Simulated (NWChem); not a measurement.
Program: NWChem. System: methanethiol (CH4S), charge 0, spin multiplicity 1, at a geometry optimised with PBE/def2-SVP. Level: PBE/def2-QZVP.

Output (cleaned and shortened):

```
             Northwest Computational Chemistry Package (NWChem) 7.3.0
             --------------------------------------------------------

                                NWChem Input Module
                                -------------------

 Scaling coordinates for geometry "geometry" by  1.889725989
 (inverse scale =  0.529177249)

 Turning off AUTOSYM since
 SYMMETRY directive was detected!

                             Geometry "geometry" -> ""
                             -------------------------

 Output coordinates in angstroms (scale by  1.889725989 to convert to a.u.)

  No.       Tag          Charge          X              Y              Z
 ---- ---------------- ---------- -------------- -------------- --------------
    1 C                    6.0000     1.05462500     0.47943500     0.00000000
    2 S                   16.0000    -0.57653200    -0.34550600     0.00000000
    3 H                    1.0000     1.20864400     1.09632300     0.90673400
    4 H                    1.0000     1.80772900    -0.33177700     0.00000000
    5 H                    1.0000     1.20864400     1.09632300    -0.90673400
    6 H                    1.0000    -1.32824500     0.79061700     0.00000000

 Effective nuclear repulsion energy (a.u.)      55.7757981207

            Nuclear Dipole moment (a.u.)
            ----------------------------
        X                 Y               Z
 ---------------- ---------------- ----------------
     0.0000188973     0.0000000000     0.0000000000

      Symmetry information
      --------------------

 Group name             Cs
 Group number              2
 Group order               2
 No. of unique centers     5

      Symmetry unique atoms

     1    2    3    4    6


 Summary of "ao basis" -> "" (spherical)
 ------------------------------------------------------------------------------
       Tag                 Description            Shells   Functions and Types
 ---------------- ------------------------------  ------  ---------------------
 *                         def2-qzvp                  on all atoms

  pbe96 is a nonlocal functional; adding pw91lda local functional.

                                 NWChem DFT Module
                                 -----------------

 Summary of "ao basis" -> "ao basis" (spherical)
 ------------------------------------------------------------------------------
       Tag                 Description            Shells   Functions and Types
 ---------------- ------------------------------  ------  ---------------------
 C                         def2-qzvp                17       57   7s4p3d2f1g
 S                         def2-qzvp                22       70   9s6p4d2f1g
 H                         def2-qzvp                10       30   4s3p2d1f

 Summary of "ao basis" -> "ao basis" (spherical)
 ------------------------------------------------------------------------------
       Tag                 Description            Shells   Functions and Types
 ---------------- ------------------------------  ------  ---------------------
 C                         def2-qzvp                17       57   7s4p3d2f1g
 S                         def2-qzvp                22       70   9s6p4d2f1g
 H                         def2-qzvp                10       30   4s3p2d1f

      Symmetry analysis of basis
      --------------------------

        a'        153
        a"         94

            General Information
            -------------------
          SCF calculation type: DFT
          Wavefunction type:  closed shell.
          No. of atoms     :     6
          No. of electrons :    26
           Alpha electrons :    13
            Beta electrons :    13
          Charge           :     0
          Spin multiplicity:     1
          Use of symmetry is: on ; symmetry adaption is: on
          Maximum number of iterations: 100
          AO basis - number of functions:   247
                     number of shells:    79
          Convergence on energy requested:  1.00D-06
          Convergence on density requested:  1.00D-05
          Convergence on gradient requested:  5.00D-04

              XC Information
              --------------
          PerdewBurkeErnzerhof Exchange Functional  1.000
[...]
    16 a'         17 a'         18 a'         19 a'         20 a"
    21 a'         22 a'         23 a'

------------------------------------------------------------
EAF file 0: "./mol.aoints.0" size=524288 bytes
------------------------------------------------------------
               write      read    awrite     aread      wait
               -----      ----    ------     -----      ----
     calls:        1         0         0         0         0
   data(b): 5.24e+05  0.00e+00  0.00e+00  0.00e+00
   time(s): 0.00e+00  0.00e+00  0.00e+00  0.00e+00  0.00e+00
rate(mb/s): 0.00e+00  0.00e+00
------------------------------------------------------------

   convergence    iter        energy       DeltaE   RMS-Dens  Diis-err    time
 ---------------- ----- ----------------- --------- --------- ---------  ------
 d= 0,ls=0.0,diis     1   -429.0059326910 -4.85D+02  5.32D+01  6.45D+01    11.1
 d= 0,ls=0.0,diis     2   -436.8391033567 -7.83D+00  9.01D-02  1.25D+01    16.8
 d= 0,ls=0.0,diis     3   -435.6744856668  1.16D+00  8.99D-02  1.23D+01    22.7
 d= 0,ls=0.0,diis     4   -438.3111527641 -2.64D+00  2.96D-03  1.22D+00    28.8
 d= 0,ls=0.0,diis     5   -438.4169118077 -1.06D-01  1.42D-03  7.81D-01    34.8
 d= 0,ls=0.0,diis     6   -438.5086121955 -9.17D-02  3.58D-04  2.92D-02    40.9
  Resetting Diis
 d= 0,ls=0.0,diis     7   -438.5113547366 -2.74D-03  1.44D-04  3.95D-03    46.8
 d= 0,ls=0.0,diis     8   -438.5117987328 -4.44D-04  1.26D-04  4.60D-04    52.5
 d= 0,ls=0.0,diis     9   -438.5117207322  7.80D-05  7.20D-05  1.03D-03    58.3
 d= 0,ls=0.0,diis    10   -438.5118703668 -1.50D-04  9.27D-06  3.32D-05    64.1
 d= 0,ls=0.0,diis    11   -438.5118740887 -3.72D-06  2.06D-06  1.43D-06    69.9
 d= 0,ls=0.0,diis    12   -438.5118742636 -1.75D-07  4.10D-07  1.71D-08    75.6

         Total DFT energy =     -438.511874263557
      One electron energy =     -714.403147994222
           Coulomb energy =      252.433117728083
    Exchange-Corr. energy =      -32.317642118107
 Nuclear repulsion energy =       55.775798120690

 Numeric. integr. density =       26.000006735858

     Total iterative time =     74.5s

                  Occupations of the irreducible representations
                  ----------------------------------------------

                     irrep           alpha         beta
                     --------     --------     --------
                     a'               10.0         10.0
                     a"                3.0          3.0

                       DFT Final Molecular Orbital Analysis
                       ------------------------------------

 Vector   11  Occ=2.000000D+00  E=-3.501284D-01  Symmetry=a'
              MO Center=  4.9D-01,  1.5D-01, -1.1D-15, r^2= 2.3D+00
   Bfn.  Coefficient  Atom+Function         Bfn.  Coefficient  Atom+Function
  ----- ------------  ---------------      ----- ------------  ---------------
    76     -0.213334  2 S  px                79     -0.207386  2 S  px
     8      0.201790  1 C  px               160      0.197921  4 H  s
    11      0.188129  1 C  px               159      0.168664  4 H  s
    67      0.154315  2 S  px                14      0.118042  1 C  px
   220      0.112504  6 H  s                219      0.104220  6 H  s

 Vector   12  Occ=2.000000D+00  E=-2.990649D-01  Symmetry=a'
              MO Center= -3.0D-01, -2.2D-01,  3.9D-15, r^2= 2.3D+00
   Bfn.  Coefficient  Atom+Function         Bfn.  Coefficient  Atom+Function
  ----- ------------  ---------------      ----- ------------  ---------------
    77     -0.275864  2 S  py                80     -0.271034  2 S  py
    65      0.260416  2 S  s                 66      0.205427  2 S  s
    68      0.199070  2 S  py               220     -0.160528  6 H  s
     9      0.123927  1 C  py                83     -0.121670  2 S  py
   219     -0.112686  6 H  s                 12      0.106898  1 C  py

 Vector   13  Occ=2.000000D+00  E=-2.055897D-01  Symmetry=a"
              MO Center= -4.6D-01, -2.2D-01,  2.0D-14, r^2= 1.9D+00
   Bfn.  Coefficient  Atom+Function         Bfn.  Coefficient  Atom+Function
  ----- ------------  ---------------      ----- ------------  ---------------
    81      0.421300  2 S  pz                78      0.362665  2 S  pz
    84      0.261436  2 S  pz                69     -0.257520  2 S  pz
    75      0.109004  2 S  pz               129     -0.066918  3 H  s
   189      0.066918  5 H  s                130     -0.064902  3 H  s
   190      0.064902  5 H  s                 16     -0.064304  1 C  pz

 Vector   14  Occ=0.000000D+00  E=-2.722387D-02  Symmetry=a'
              MO Center= -3.4D-02,  2.8D-01,  4.4D-16, r^2= 5.2D+00
   Bfn.  Coefficient  Atom+Function         Bfn.  Coefficient  Atom+Function
  ----- ------------  ---------------      ----- ------------  ---------------
     7      2.181335  1 C  s                221     -0.890541  6 H  s
    82     -0.772974  2 S  px                 6      0.567484  1 C  s
    79     -0.563246  2 S  px               161     -0.497378  4 H  s
   131     -0.433192  3 H  s                191     -0.433192  5 H  s
   220     -0.305855  6 H  s                130     -0.291286  3 H  s

 Vector   15  Occ=0.000000D+00  E= 2.473142D-04  Symmetry=a'
              MO Center= -6.3D-01,  2.8D-01,  3.9D-16, r^2= 5.8D+00
   Bfn.  Coefficient  Atom+Function         Bfn.  Coefficient  Atom+Function
  ----- ------------  ---------------      ----- ------------  ---------------
    66      2.435005  2 S  s                  7     -1.635454  1 C  s
   221     -1.118077  6 H  s                 14      0.857140  1 C  px
    83      0.822429  2 S  py                79      0.656320  2 S  px
    17      0.651103  1 C  px                82      0.542629  2 S  px
    80      0.489249  2 S  py                15      0.313673  1 C  py

 Vector   16  Occ=0.000000D+00  E= 3.351429D-02  Symmetry=a'
              MO Center=  7.8D-01,  2.7D-01,  4.7D-13, r^2= 6.2D+00
   Bfn.  Coefficient  Atom+Function         Bfn.  Coefficient  Atom+Function
  ----- ------------  ---------------      ----- ------------  ---------------
     7      2.386003  1 C  s                131     -1.188750  3 H  s
   191     -1.188750  5 H  s                161     -0.938700  4 H  s
    82      0.669993  2 S  px               221      0.568716  6 H  s
    18      0.493325  1 C  py                17      0.471411  1 C  px
   160     -0.256333  4 H  s                  6      0.231792  1 C  s

 center of mass
 --------------
 x =  -0.11250884 y =  -0.10318314 z =   0.00000000

 moments of inertia (a.u.)
 ------------------
          40.183710453400         -47.452951956778           0.000000000000
         -47.452951956778         119.548582346132           0.000000000000
           0.000000000000           0.000000000000         147.896357244345

     Multipole analysis of the density
     ---------------------------------

     L   x y z        total         alpha         beta         nuclear
     -   - - -        -----         -----         ----         -------
     0   0 0 0     -0.000000    -13.000000    -13.000000     26.000000

     1   1 0 0      0.357363      0.178672      0.178672      0.000019
     1   0 1 0      0.477032      0.238516      0.238516      0.000000
     1   0 0 1     -0.000000     -0.000000     -0.000000      0.000000

     2   2 0 0    -14.328599    -42.777433    -42.777433     71.226268
     2   1 1 0     -0.841027    -13.314022    -13.314022     25.787018
     2   1 0 1      0.000000      0.000000      0.000000      0.000000
     2   0 2 0    -15.253967    -19.104630    -19.104630     22.955292
     2   0 1 1      0.000000      0.000000      0.000000      0.000000
     2   0 0 2    -16.900185    -11.386102    -11.386102      5.872019

 Task  times  cpu:       75.6s     wall:       75.6s

 Total times  cpu:       75.6s     wall:       75.6s
```

### Question
Write an NWChem input that would produce this output.

### Answer
This is not unique; one that fits is 
```
start mol
memory heap 200 mb stack 900 mb global 1100 mb
geometry units angstroms nocenter noautoz
  C      1.054625     0.479435     0.000000
  S     -0.576532    -0.345506     0.000000
  H      1.208644     1.096323     0.906734
  H      1.807729    -0.331777     0.000000
  H      1.208644     1.096323    -0.906734
  H     -1.328245     0.790617     0.000000
  symmetry group Cs
end
basis spherical
  * library def2-qzvp
end
dft
  xc xpbe96 cpbe96
  semidirect memsize 60000000 filesize 0
  iterations 100
end
task dft energy
```
